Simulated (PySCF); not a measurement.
difluoromethane cation (CH2F2), SMILES FCF (connectivity only; charge and spin as stated), charge +1, multiplicity 2. Atoms are numbered in the order given.

```xyz
5

F     -1.0869     0.0000     0.2725
C      0.0000     0.0000    -0.4053
F      1.0869     0.0000     0.2725
H      0.0000    -0.8244    -1.2363
H      0.0000     0.8244    -1.2363
```
Charge +1, spin multiplicity 2.

Geometry optimised at B3LYP-D3(BJ)/def2-TZVP. The spin state was assumed, not searched.

Computed with PBE0/pcH-1 in PySCF.

Unrestricted Kohn–Sham, ⟨S²⟩ = 0.754. Hyperfine tensors hold the contact and dipolar terms, without spin-orbit corrections.

Problem. Estimate the hyperfine couplings. (An estimate is asked for; the answer gives what the named calculation found.)

Solution. 
| nucleus | A(iso) (MHz) | A(iso) (G) | dipolar principal values (MHz) |
|---|---|---|---|
| 19F no. 1 | 120.9 | 43.1 | -403.2, -388.4, 791.6 |
| 13C no. 2 | -83.6 | -29.8 | -32.6, -27.3, 60.0 |
| 19F no. 3 | 120.9 | 43.1 | -403.2, -388.4, 791.6 |
| 1H no. 4 | 591.8 | 211.2 | -20.4, -18.2, 38.6 |
| 1H no. 5 | 591.8 | 211.2 | -20.4, -18.2, 38.6 |

Problem. And the g tensor (effective nuclear charges for spin-orbit coupling, GIAO)? (The exact figures need the calculation; the answer reports its results.)

Solution. principal values 2.0020, 2.0107, 2.0145; isotropic 2.0091.
